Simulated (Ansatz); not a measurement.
A nudged elastic band was laid between two geometries of CH5NS2 (9 atoms, charge 0, multiplicity 1).

The calculation used RKS PBE/def2-SVP in Ansatz 0.2.0.

```yaml
movable_images: 7
climbing_image: yes
spring: 5.0 eV/Å²
optimiser: quadratic models (default)
start_path: through a guess of the saddle point
force_threshold: 0.03 eV/Å
iteration_limit: 60
end_points: relaxed
```

Image 0:

```xyz
9
Properties=species:S:1:pos:R:3
N 0.194 1.101 -0.838
C 0.436 0.084 0.134
S 0.656 -1.483 -0.816
S -0.795 -0.099 1.553
H -0.698 0.949 -1.325
H 0.173 2.031 -0.404
H 1.373 0.321 0.681
H 0.456 -2.310 0.248
H -1.795 -0.593 0.767
```

Image 8:

```xyz
9
Properties=species:S:1:pos:R:3
N 0.246 0.820 -0.809
C 0.330 0.001 0.357
S 0.302 -1.781 -0.090
S -0.969 0.218 1.703
H -0.624 0.636 -1.325
H 0.269 1.818 -0.561
H 1.265 0.237 0.907
H 1.174 -1.660 -1.136
H -1.992 -0.289 0.954
```

Q: Which bonds break or form, and what moves?

A: No bond is made or broken. The dihedral H7–C2–S3–H8 goes from 80 to -77°.

Q: Give the energies along the band, and the barrier.

A: The forces met the threshold. The highest image is number 5 of 0 to 8, 3.2 kcal/mol above the first end and 4.2 kcal/mol above the last; the last end lies 1.1 kcal/mol below the first. A vibrational analysis at the climbing image gives one clearly imaginary mode, 226i cm⁻¹: a first-order saddle point.

```csv
image,path coordinate (Å),energy (kcal/mol),dihedral H7–C2–S3–H8 (°)
0,0.00,0.0,80
1,0.50,0.9,104
2,1.01,2.1,133
3,1.51,2.4,161
4,2.01,2.7,-175
5,2.51,3.2,-150
6,2.95,2.3,-124
7,3.40,0.0,-99
8,3.84,-1.1,-77
```

Q: What is the geometry of the highest image?

A: 
```xyz
9
Properties=species:S:1:pos:R:3
N 0.225 0.844 -0.859
C 0.466 0.086 0.334
S 0.905 -1.667 -0.051
S -0.837 0.208 1.697
H -0.678 0.580 -1.276
H 0.148 1.843 -0.625
H 1.363 0.493 0.843
H 0.124 -1.740 -1.165
H -1.715 -0.647 1.101
```

Q: What are the harmonic wavenumbers there?

A: 226i, 184, 267, 267, 348, 399, 539, 643, 797, 849, 904, 1089, 1168, 1194, 1315, 1585, 2611, 2614, 3025, 3401, 3482 cm⁻¹.

The band took 14 iterations and about 5 core-minutes.

The run took 4.5 min on 1 CPU thread of a shared host.
